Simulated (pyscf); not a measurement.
Optimised with ωB97X-D3(BJ)/def2-SVP in PySCF.

SMILES: [OH][Ti]([F])([F])[F]
```xyz
6

O      0.6793     1.2792    -0.3711
Ti     1.0077    -0.2314     0.4418
F      1.2477     0.0607     2.1376
F     -0.3252    -1.3243     0.2154
F      2.4307    -0.9588    -0.2373
H      0.7111     1.7492    -1.2101
```

Task: List the bond dissociation enthalpies at 298 K of HO–Ti(F)(F)–F (SMILES [OH][Ti]([F])([F])[F]) from ωB97M-D3(BJ)/def2-TZVP, from the weakest bond up.

Result: O–Ti to OH• + [F–Ti(F)–F]•: 100.6 kcal/mol; H–O to [O–Ti(F)(F)–F]• + H•: 123.0 kcal/mol; F–Ti to [HO–Ti(F)–F]• + F•: 126.5 kcal/mol. Ring and multiple bonds, and those that leave no two simple radicals, are not listed. The radicals are drawn with the spin at the cut bond; how far it spreads was not checked. Other isomers of [O–Ti(F)(F)–F]•, [HO–Ti(F)–F]• were not searched in full and may lie lower. Left out: the spin-orbit lowering of F, OH. Open-shell species with a d-block atom are single-reference here; other states, and whether the spin sits on metal or ligand, were not checked.
